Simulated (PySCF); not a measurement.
# Name the molecule from its bond curve

A diatomic of charge -1 contains Li. Its doublet curve at M06 in a double-zeta basis (no relativity, PySCF), in eV from the separated fragments:

R (Å), E (eV) and a bar:
```
    2.876     -0.639 ####################
    3.010     -0.677 #########
    3.143     -0.699 ##
    3.244     -0.706 
    3.344     -0.707 
    3.444     -0.703 #
    3.578     -0.692 ####
    3.745     -0.673 ##########
    3.946     -0.646 ##################
    4.213     -0.607 ##############################
```

The fit gives ωe = 164 cm⁻¹ and the rotational constant Bₑ = 0.2869 cm⁻¹.

**Question.** Which atom is the partner?

**Answer.** The minimum lies at 3.306 Å, so the reduced mass is 16.8576 u Å² cm⁻¹/(Bₑ·Re²) = 5.376 u. With Li at 7.02 u the partner weighs about 23.0 u: Na. The molecule is NaLi⁻.

The highest Kohn–Sham level is positive in this anion. Much of that is self-interaction error, but it also means that the finite basis helps to hold the extra electron. The state was picked by a PBE0 search and need not be the measured ground state.
